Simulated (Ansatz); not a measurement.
# CHSi₂+ (triplet): the correlation ladder, cc-pVDZ

The task here is to estimate one member of a computed series from the others.

Method: cc-pVDZ, core rule «outside noble gas», up to 11 orbitals frozen; program: Ansatz 0.2.0, Gaussian basis.

To be run: UHF; CCSD(T) on ROHF; CCSD(T) on UHF; BCCD(T) on ROHF; CISD as a restricted active space (open shells left free, so some higher excitations enter); CCSDT(Q) on ROHF; CCSDT(Q) on UHF.

20 further runs of the same task are left out: 8 that didn't finish, 12 set aside as unsound or not needed. Runs told in other sessions of the task aren't counted.

## The system

The geometry is a PBE0/def2-TZVP stationary point (not a proven minimum) of the parent state, kept for this charge and spin.

4 atoms, charge 1, spin multiplicity 3.

Atoms are counted from 1 here; the program's logs count them from 0.

Bond lengths: C1–Si2 1.912 Å, C1–Si3 1.729 Å, Si2–Si3 2.317 Å, Si2–H4 1.509 Å. Angles: Si2–C1–Si3 78.8°, C1–Si2–Si3 47.1°, C1–Si2–H4 117.9°, Si3–Si2–H4 119.9°, C1–Si3–Si2 54.1°.

Set-up of the first run:

Contents of in.yaml:

```yaml
crystal:
  periodic: [false, false, false]
  atoms:
    - {symbol: C, position_ang: [-0.061244, -1.147988, -0.219952]}
    - {symbol: Si, position_ang: [0.099301, 0.160438, 1.164819]}
    - {symbol: Si, position_ang: [-0.033008, 0.314343, -1.142833]}
    - {symbol: H, position_ang: [-1.117401, 0.450106, 2.008353]}
basis:
  gaussian: {orbitals: cc-pVDZ}
total_charge: 1
magnetization: {spin_polarized: true, initial_magnetization: 2}
hamiltonian: {xc: hf}
output: {orbitals: {seedname: orbitals}}
```

On the command line:

```sh
$ ansatz run in.yaml --threads 1 --pin off --events-out ev --progress --plain --max-ram 2393MiB
```

Among the steps run: UHF; CCSD(T) on ROHF; CCSD(T) on UHF; BCCD(T) on ROHF; CISD as a restricted active space (open shells left free, so some higher excitations enter); CCSDT(Q) on ROHF; CCSDT(Q) on UHF.

One of the session's tables, all rows but one given; the rest of the session is left out.

It belongs to the step «Misses and costs». 

| method | from RCCSDT(Q) (kcal/mol) |
| --- | --- |
| ROHF | +207.60 |
| UHF | +190.87 |
| RMP2 | +33.55 |
| UMP2 | +52.74 |
| CISD | +38.16 |
| RCCSD | +14.89 |
| UCCSD | +14.97 |
| RCCSD(T) | +2.59 |
| UCCSD(T) | ? |
| BCCD(T) | +2.53 |
| RCCSDT | +1.46 |
| UCCSDT | +1.45 |
| RCCSDT(Q) | 0 |
| UCCSDT(Q) | -0.29 |

Estimate the missing values for UCCSD(T).

The run gave: from RCCSDT(Q) (kcal/mol): +3.83. In the column «from RCCSDT(Q) (kcal/mol)» it lies between RCCSD(T) (+2.59) and RCCSD (+14.89).

To keep in mind: The determinant of HF (⟨S²⟩ 2.64) is far from a pure spin state, so its energy mixes those of several spin states; that is harmless only where they are near-degenerate. The determinant of CCSD(T) (⟨S²⟩ 2.64) is far from a pure spin state, so its energy mixes those of several spin states; high orders of coupled cluster remove much of that, low ones don't. The determinant of CCSDT(Q) (⟨S²⟩ 2.64) is far from a pure spin state, so its energy mixes those of several spin states; high orders of coupled cluster remove much of that, low ones don't. Warnings: spin contamination; large T1 diagnostic. Restricted and unrestricted rows rest on different reference determinants; a gap between their highest levels can come from leftover correlation error, from unlike frozen cores or from another state.
